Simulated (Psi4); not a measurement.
**One shape, several levels: BH3Cl− (SMILES [BH3-]Cl)**

Wanted: a comparison of 3 runs (HF/def2-SVP, B3LYP/6-31G*, FNO-MP4/DZP) of BH3Cl−. 

The calculation is run with Psi4 1.11.

5 further runs of the same task are left out: 5 set aside as unsound or not needed.

## Step 1: The molecule

The species is BH3Cl− (5 atoms), meant as a singlet with charge -1. SMILES: `[BH3-]Cl`. The coordinates come from a GFN2-xTB relaxation.

Bond lengths: B1–Cl2 1.873 Å, B1–H3 1.208 Å, B1–H4 1.208 Å, B1–H5 1.208 Å. Angles: Cl2–B1–H3 106.7°, Cl2–B1–H4 106.7°, Cl2–B1–H5 106.7°, H3–B1–H4 112.0°, H3–B1–H5 112.2°, H4–B1–H5 112.1°.

## Step 2: A single-point energy at HF/def2-SVP (run 1)

File bclh3.py:

```python
import psi4

psi4.set_memory('1600 MB')
psi4.set_num_threads(1)
psi4.core.set_output_file('psi4.out', False)

mol = psi4.geometry("""
-1 1
B      0.15569454    -0.09046119     0.25687047
Cl    -1.59844374     0.93815453    -2.63989070
H      2.31128623    -0.48116207    -0.38374668
H     -0.86946299    -1.98676356     1.00671380
H      0.00094486     1.62023228     1.76007202
units au
symmetry c1
""")

psi4.set_options({
    'basis': 'def2-SVP',
    'puream': True,
    'e_convergence': 1e-09,
    'd_convergence': 1e-08,
    'scf_type': 'pk',
})

result, w = psi4.energy('scf', return_wfn=True)
psi4.oeprop(w, 'WIBERG_LOWDIN_INDICES', 'MULLIKEN_CHARGES', 'MAYER_INDICES')
print(f'total energy {result:.8f} hartree = {result * 27.211386:.5f} eV')
```

Run with:

```bash
$ python bclh3.py
```

psi4.out:

```text
[...]
  Running in c1 symmetry.
[...]
  Nuclear repulsion =   42.159747981441846
[...]
  Multiplicity = 1
[...]
  Nalpha       = 13
  Nbeta        = 13
[...]
    Number of basis functions: 47
[...]
   @RHF iter   1:  -485.76074472108144   -5.71825e-01   4.88364e-03 ADIIS/DIIS
[...]
   @RHF iter  10:  -485.80041199473789   -6.82121e-13   1.39851e-09 DIIS
[...]
    Orbital Energies [Eh]
    ---------------------
    Doubly Occupied:
       1A   -104.510922     2A    -10.274659     3A     -7.749409
       4A     -7.747551     5A     -7.747551     6A     -7.348296
       7A     -0.821381     8A     -0.457172     9A     -0.268200
      10A     -0.268002    11A     -0.242732    12A     -0.166983
      13A     -0.166851
[...]
  @RHF Final Energy:  -485.80041199473789
   => Energetics <=
    Nuclear Repulsion Energy =             42.1597479814418463
    One-Electron Energy =                -760.3808997976022965
    Two-Electron Energy =                 232.4207398214225861
    Total Energy =                       -485.8004119947379422
[...]
 Multipole Moments:
 ------------------------------------------------------------------------------------
     Multipole            Electronic (a.u.)      Nuclear  (a.u.)        Total (a.u.)
 ------------------------------------------------------------------------------------
 L = 1.  Multiply by 2.5417464519 to convert [e a0] to [Debye]
 Dipole X            :         -2.5792308            1.9486359           -0.6305949
 Dipole Y            :          1.5150975           -1.1446960            0.3704016
 Dipole Z            :         -4.2600851            3.2185326           -1.0415525
 Magnitude           :                                                    1.2726660
[...]
  Mulliken Charges: (a.u.)
   Center  Symbol    Alpha    Beta     Spin     Total
       1     B     2.39352  2.39352  0.00000  0.21296
       2    CL     8.74901  8.74901  0.00000 -0.49802
       3     H     0.61916  0.61916  0.00000 -0.23833
       4     H     0.61918  0.61918  0.00000 -0.23837
       5     H     0.61913  0.61913  0.00000 -0.23825
   Total alpha = 13.00000, Total beta = 13.00000, Total charge = -1.00000
  Mayer Bond Indices:
[...]
```

Standard output:

```text
total energy -485.80041199 hartree = -13219.30253 eV
```

Wall time 1.4 s (1 thread of Intel Xeon 6975P-C (Granite Rapids), shared host); peak memory 0.19 GiB.

## Step 3: The energy at B3LYP/6-31G(d) (Cartesian functions) (run 2)

File input.json:

```json
{
  "schema_name": "qcschema_input",
  "schema_version": 1,
  "molecule": {
    "schema_name": "qcschema_molecule",
    "schema_version": 2,
    "symbols": ["B", "Cl", "H", "H", "H"],
    "geometry": [0.15569454, -0.09046119, 0.25687047, -1.59844374, 0.93815453, -2.6398907, 2.31128623, -0.48116207, -0.38374668, -0.86946299, -1.98676356, 1.0067138, 0.00094486, 1.62023228, 1.76007202],
    "molecular_charge": -1,
    "molecular_multiplicity": 1,
    "fix_symmetry": "c1",
    "fix_com": true,
    "fix_orientation": true
  },
  "driver": "energy",
  "model": {
    "method": "b3lyp",
    "basis": "6-31G*"
  },
  "keywords": {
    "reference": "rks",
    "puream": false,
    "e_convergence": 1e-09,
    "d_convergence": 1e-08,
    "scf_type": "pk",
    "dft_radial_points": 99,
    "dft_spherical_points": 590,
    "scf_properties": ["LOWDIN_CHARGES", "QUADRUPOLE", "MULLIKEN_CHARGES"]
  }
}
```

Run with:

```bash
$ psi4 --qcschema input.json -n 1 --memory 1600MB
```

stdout:

```text
[...]
  Running in c1 symmetry.
[...]
  Nuclear repulsion =   42.159747981441846
[...]
  Multiplicity = 1
[...]
  Nalpha       = 13
  Nbeta        = 13
[...]
    Number of basis functions: 40
[...]
   @RKS iter   1:  -486.77509228905080   -3.16558e-01   1.12866e-02 DIIS/ADIIS
[...]
   @RKS iter   9:  -486.91977155671907   -2.84217e-13   2.29310e-09 DIIS
[...]
  @RKS Final Energy:  -486.91977155671907
   => Energetics <=
    Nuclear Repulsion Energy =             42.1597479814418463
    One-Electron Energy =                -760.6527731437583952
    Two-Electron Energy =                 258.7446419227716206
    DFT Exchange-Correlation Energy =     -27.1713883171740989
    Empirical Dispersion Energy =           0.0000000000000000
    VV10 Nonlocal Energy =                  0.0000000000000000
    Total Energy =                       -486.9197715567190698
[...]
 Multipole Moments:
 ------------------------------------------------------------------------------------
     Multipole            Electronic (a.u.)      Nuclear  (a.u.)        Total (a.u.)
 ------------------------------------------------------------------------------------
 L = 1.  Multiply by 2.5417464519 to convert [e a0] to [Debye]
 Dipole X            :         25.4790279          -24.9523028            0.5267251
 Dipole Y            :        -14.9577976           14.6486277           -0.3091699
 Dipole Z            :         42.0806620          -41.2107504            0.8699116
 Magnitude           :                                                    1.0629071
 L = 2.  Multiply by 1.3450342976 to convert [e a0^2] to [Debye ang]
 Quadrupole XX       :        -69.5854398           49.6545954          -19.9308444
 Quadrupole XY       :         25.6573927          -24.9465596            0.7108331
[...]
  Mulliken Charges: (a.u.)
   Center  Symbol    Alpha    Beta     Spin     Total
       1     B     2.53503  2.53503  0.00000 -0.07005
       2    CL     8.74111  8.74111  0.00000 -0.48221
       3     H     0.57463  0.57463  0.00000 -0.14926
       4     H     0.57462  0.57462  0.00000 -0.14925
       5     H     0.57462  0.57462  0.00000 -0.14924
   Total alpha = 13.00000, Total beta = 13.00000, Total charge = -1.00000
  Lowdin Charges: (a.u.)
   Center  Symbol    Alpha    Beta     Spin     Total
       1     B     2.80803  2.80803  0.00000 -0.61606
[...]
```

The result, in JSON:

```text
{
 "driver": "energy",
 "model": {
  "method": "b3lyp",
  "basis": "6-31G*"
 },
 "success": true,
 "return_result": -486.91977155671907,
 "properties": {
  "calcinfo_nbasis": 40,
  "calcinfo_nmo": 40,
  "calcinfo_nalpha": 13,
  "calcinfo_nbeta": 13,
  "calcinfo_natom": 5,
  "nuclear_repulsion_energy": 42.159747981441846,
  "return_energy": -486.91977155671907,
  "scf_one_electron_energy": -760.6527731437584,
  "scf_two_electron_energy": 258.7446419227716,
  "scf_xc_energy": -27.1713883171741,
  "scf_dipole_moment": [0.5267251118145353, -0.30916989710827103, 0.8699115730264282],
  "scf_total_energy": -486.91977155671907,
  "scf_iterations": 9
 }
}
```

It took 4.2 s on 1 thread of Intel Xeon 6975P-C (Granite Rapids), shared host; peak memory 0.52 GiB.

## Step 4: The energy at FNO-MP4/DZP (density fitting, Cartesian functions) (run 3)

File bclh3.sdf:

```

     RDKit          3D

  5  4  0  0  0  0  0  0  0  0999 V2000
    0.0824   -0.0479    0.1359 B   0  0  0  0  0  0  0  0  0  0  0  0
   -0.8459    0.4965   -1.3970 Cl  0  0  0  0  0  0  0  0  0  0  0  0
    1.2231   -0.2546   -0.2031 H   0  0  0  0  0  0  0  0  0  0  0  0
   -0.4601   -1.0514    0.5327 H   0  0  0  0  0  0  0  0  0  0  0  0
    0.0005    0.8574    0.9314 H   0  0  0  0  0  0  0  0  0  0  0  0
  2  1  1  0
  3  1  1  0
  4  1  1  0
  5  1  1  0
M  CHG  1   1  -1
M  END
$$$$
```

File bclh3.py:

```python
import psi4
from rdkit import Chem

psi4.set_memory('1600 MB')
psi4.set_num_threads(1)
psi4.set_output_file('output.dat', False)

rd = Chem.SDMolSupplier('bclh3.sdf', removeHs=False, sanitize=False)[0]
xyz = rd.GetConformer().GetPositions()
atoms = '\n'.join(f'{a.GetSymbol()} {x:.4f} {y:.4f} {z:.4f}' for a, (x, y, z) in zip(rd.GetAtoms(), xyz))
geom = psi4.geometry('-1 1\n' + atoms + '')

psi4.set_options({
    'basis': 'DZP',
    'reference': 'rhf',
    'freeze_core': True,
    'r_convergence': 0.0001,
})

E = psi4.energy('fno-mp4', molecule=geom)
print(f'fno-mp4 energy: {E:.10f} Eh')
```

Run with:

```bash
$ python bclh3.py
```

output.dat:

```text
[...]
  Running in c1 symmetry.
[...]
  Nuclear repulsion =   42.158724279364293
[...]
  Multiplicity = 1
[...]
  Nalpha       = 13
  Nbeta        = 13
[...]
    Number of basis functions: 55
[...]
   @RHF iter   1:  -485.90279730808351   -6.51655e-01   4.51175e-03 ADIIS/DIIS
[...]
   @RHF iter  10:  -485.93988741353542   -1.30740e-12   1.90476e-09 DIIS
[...]
    Orbital Energies [Eh]
    ---------------------
    Doubly Occupied:
       1A   -104.557601     2A    -10.281298     3A     -7.747346
       4A     -7.745661     5A     -7.745661     6A     -7.350055
       7A     -0.826491     8A     -0.464224     9A     -0.267436
      10A     -0.267247    11A     -0.242499    12A     -0.166689
      13A     -0.166561
[...]
  @RHF Final Energy:  -485.93988741353542
   => Energetics <=
    Nuclear Repulsion Energy =             42.1587242793642929
    One-Electron Energy =                -760.5396843180775477
    Two-Electron Energy =                 232.4410726251778385
    Total Energy =                       -485.9398874135354163
[...]
 Multipole Moments:
 ------------------------------------------------------------------------------------
     Multipole            Electronic (a.u.)      Nuclear  (a.u.)        Total (a.u.)
 ------------------------------------------------------------------------------------
 L = 1.  Multiply by 2.5417464519 to convert [e a0] to [Debye]
 Dipole X            :         -2.4873224            1.9487062           -0.5386162
 Dipole Y            :          1.4610471           -1.1447588            0.3162883
 Dipole Z            :         -4.1082274            3.2185693           -0.8896581
 Magnitude           :                                                    1.0870314
[...]
      * MP2 total energy:                   -486.185477237512
[...]
      * MP2 total energy:                   -486.185477237512
[...]
      * MP3 total energy:                   -486.212655122214
[...]
```

The script printed:

```text
fno-mp4 energy: -486.2204776977 Eh
```

Wall time 2.1 s (1 thread of Intel Xeon 6975P-C (Granite Rapids), shared host); peak memory 0.29 GiB.

## Step 5: All runs side by side

| run | level | Cartesian functions | integration grid | energy (Eh) | HOMO energy (eV) | LUMO energy (eV) | HOMO–LUMO gap (eV) | wall time |
| --- | --- | --- | --- | --- | --- | --- | --- | --- |
| 1 | HF/def2-SVP | no | – | -485.800412 | -4.54 | 11.92 | 16.46 | 1.4 s |
| 2 | B3LYP/6-31G* (Cartesian functions) | yes | 99 radial × 590 angular | -486.919772 | -1.05 | 8.74 | 9.79 | 4.2 s |
| 3 | FNO-MP4/DZP (density fitting, Cartesian functions) | yes | – | -486.220478 | -4.53 | 10.12 | 14.65 | 2.1 s |

## Step 6: Outcome

| quantity | value |
| --- | --- |
| run 3: total energy | -486.22048 Eh |
| run 3: HOMO energy (Hartree–Fock orbitals) | -4.53 eV |
| run 3: LUMO energy (Hartree–Fock orbitals) | 10.12 eV |
| run 3: HOMO–LUMO gap (to an unbound level, set by the basis) | 14.65 eV |
| run 3: correlation energy (6 core orbitals frozen) | -280.6 mEh |

All runs together took 7.8 s, the longest 4.2 s.
